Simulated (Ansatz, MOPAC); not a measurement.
Reaction (SMILES): ClC(F)F [chloro(difluoro)methane] + 3 [H][H] (H2) → C (CH4) + Cl (HCl) + 2 F (HF)

Quantity: energy of full hydrogenation (enthalpy at 298 K), in kcal/mol. Set-up: LANL2DZ with its own core potentials from Na on; PM7 with its own dispersion and hydrogen-bond terms; 6-311+G** with 5d, 6d on Na to Ar in Ansatz (a quantum-chemistry and plane-wave program); spin-orbit terms left out; six Cartesian d functions in 6-31G* and its kin unless marked 5d; frozen cores in correlated levels; non-relativistic; no dispersion term unless named. CBS(X,Y): correlation extrapolated as X^-3; Hartree-Fock from the larger set. The bracket is a focal-point correction in the basis named. Ab initio and DFT rows: single points at B3LYP-D3(BJ) geometries (Ansatz), with unscaled harmonic terms from B3LYP/6-31G* (Ansatz) at its own minima. Semi-empirical rows: MOPAC heats of formation at their own minima for 298 K.

Measured values: Active Thermochemical Tables 1.112 (ions: stationary electron), as tabulated in the package chemicals; they hold spin-orbit and core effects, anharmonicity. 

Value to compare with, the measured value: -54.8 kcal/mol.

```json
[
 {"level": "PM7", "program": "MOPAC", "energy of full hydrogenation (enthalpy at 298 K) (kcal/mol)": "48.5", "error": "103.3"},
 {"level": "HF/LANL2DZ", "program": "Ansatz", "energy of full hydrogenation (enthalpy at 298 K) (kcal/mol)": "-77.9", "error": "-23.1"},
 {"level": "PBE/6-311+G**", "program": "Ansatz", "energy of full hydrogenation (enthalpy at 298 K) (kcal/mol)": "-52.2", "error": "2.6"},
 {"level": "B3LYP/6-31G*", "program": "Ansatz", "energy of full hydrogenation (enthalpy at 298 K) (kcal/mol)": "-25.6", "error": "29.2"},
 {"level": "B3LYP/def2-SVP", "program": "Ansatz", "energy of full hydrogenation (enthalpy at 298 K) (kcal/mol)": "-38.1", "error": "16.7"},
 {"level": "B3LYP/cc-pVDZ", "program": "Ansatz", "energy of full hydrogenation (enthalpy at 298 K) (kcal/mol)": "-39.8", "error": "15.0"},
 {"level": "MP2/3-21G", "program": "Ansatz", "energy of full hydrogenation (enthalpy at 298 K) (kcal/mol)": "-25.0", "error": "29.8"},
 {"level": "B3LYP/def2-TZVPD", "program": "Ansatz", "energy of full hydrogenation (enthalpy at 298 K) (kcal/mol)": "-52.0", "error": "2.8"},
 {"level": "wB97M-V/def2-TZVPD", "program": "Ansatz", "energy of full hydrogenation (enthalpy at 298 K) (kcal/mol)": "-51.1", "error": "3.7"},
 {"level": "RI-MP2/CBS(aug-cc-pV(T+d)Z,aug-cc-pV(Q+d)Z)+[CCSD(T)-MP2]/aug-cc-pV(T+d)Z", "program": "Ansatz", "energy of full hydrogenation (enthalpy at 298 K) (kcal/mol)": "-55.3", "error": "-0.5"}
]
```

Among the 7 habitual levels, PM7 lies farthest from the measured value (103.3 kcal/mol) and PBE/6-311+G** nearest (2.6); 6 of 7 lie above it, and their mean absolute error is 31.4 kcal/mol, the median 23.1. One case shows no general order.

The levels are drawn from those run, B3LYP/6-31G* more often than the rest, none by its result; left out are runs that failed, that the program found above a lower state of the same kind, or whose <S^2> lies over 0.5 above the pure value.
